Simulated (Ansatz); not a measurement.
GeS (Pnma, No. 62) was calculated with HSE06 (Ansatz, a quantum-chemistry and plane-wave program, PAW).

Settings: plane-wave cutoff 500 eV, 8×6×4 k mesh (along the axes of the cell as run), Fermi–Dirac smearing 0.05 eV, scalar-relativistic PAW data made under PBE.

Cell (relaxed with PBEsol):

```cif
data_Ge4S4
_chemical_formula_sum 'Ge4 S4'
_space_group_name_H-M_alt 'P 1'
_space_group_IT_number 1
_cell_length_a 3.66199
_cell_length_b 4.15544
_cell_length_c 10.29410
_cell_angle_alpha 90.000
_cell_angle_beta 90.000
_cell_angle_gamma 90.000
loop_
_space_group_symop_operation_xyz
  'x, y, z'
loop_
_atom_site_label
_atom_site_type_symbol
_atom_site_fract_x
_atom_site_fract_y
_atom_site_fract_z
_atom_site_occupancy
Ge1 Ge 0.25000 0.37951 0.38074 1
Ge2 Ge 0.25000 0.12049 0.88074 1
Ge3 Ge 0.75000 0.62049 0.61926 1
Ge4 Ge 0.75000 0.87951 0.11926 1
S1 S 0.25000 0.49498 0.14776 1
S2 S 0.25000 0.00502 0.64776 1
S3 S 0.75000 0.50502 0.85224 1
S4 S 0.75000 0.99498 0.35224 1
```

Task: Estimate the band gap that the calculation returns.

Result: 
- band gap = 1.39 eV (on the SCF k mesh)

Measured, for comparison: band gap 1.65 eV (room temperature, not corrected to a static lattice, our sources range from 1.58 to 1.65; as tabulated in Setten et al. (2017), arXiv:1709.07349).

Note: exact exchange on metals is sensitive to the k mesh and can open a false gap; the cell comes from a level without a dispersion term, which matters for the spacing of layers, chains or molecules; cell and atoms aren't relaxed at this level (pressure 1.6 GPa).

Spin–orbit coupling is not included.

The computed numbers hold no vibrational or temperature effects.

It cost roughly 26 core-minutes of CPU time.
